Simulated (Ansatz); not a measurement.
Geometry optimisation, UHF/def2-SVP (Ansatz 0.2.0).

The input (input.yaml):

```yaml
crystal:
  periodic: [false, false, false]
  atoms:
    - { symbol: B, position_ang: [-0.121004, 0.495369, -0.442027] }
    - { symbol: Cl, position_ang: [-0.014222, 0.550281, 2.619492] }
    - { symbol: C, position_ang: [1.360686, 0.058008, -0.707408] }
    - { symbol: H, position_ang: [1.614702, -0.916956, -0.281469] }
    - { symbol: H, position_ang: [1.448409, -0.043491, -1.798097] }
    - { symbol: H, position_ang: [2.102085, 0.792345, -0.390608] }
    - { symbol: H, position_ang: [-1.08319, -0.21319, -0.379767] }
    - { symbol: H, position_ang: [0.167133, -0.722466, 2.919084] }
magnetization:
  spin_polarized: true
  initial_magnetization: 1
basis:
  gaussian: { orbitals: def2-SVP }
hamiltonian:
  xc: hf
relax:
  f_tol: 0.03
  max_steps: 50
```

Launched with:

```bash
$ ansatz run input.yaml --threads 1 --pin off --max-ram 2048MiB --backend cpu --events-out ev --progress --plain --runs-dir out
```

**Question.** Where does it end, and by what steps?

**Answer.** It converged. The force dipped under the threshold on the way, but the program's further checks kept it going. After 29 steps the energy has fallen by 0.066 eV; H8 moved furthest, 0.94 Å.

```tsv
step	energy less start (eV)	largest force component (eV/Å)	accepted
0	0.0000	1.449	yes
2	-0.0312	1.091	no
4	-0.0417	0.215	yes
6	-0.0547	0.035	yes
8	-0.0546	0.090	no
10	-0.0548	0.298	no
12	-0.0562	0.103	yes
14	-0.0573	0.235	yes
16	-0.0590	0.162	yes
18	-0.0605	0.197	yes
20	-0.0630	0.107	yes
22	-0.0639	0.077	yes
24	-0.0461	1.026	no
26	-0.0650	0.169	yes
28	-0.0656	0.040	no
29	-0.0658	0.008	yes
```

```xyz
8
Properties=species:S:1:pos:R:3
B -0.052 0.431 -0.409
Cl 0.422 0.114 3.010
C 1.419 0.141 -0.852
H 1.864 -0.672 -0.272
H 1.367 -0.206 -1.893
H 2.081 1.007 -0.824
H -0.900 -0.387 -0.177
H -0.727 -0.429 2.955
```

Whether the end is a true minimum wasn't checked by a vibrational analysis.

Time of the run: 55 s on 1 thread of Arm Neoverse V1, on a shared host, peak memory 0.15 GiB.
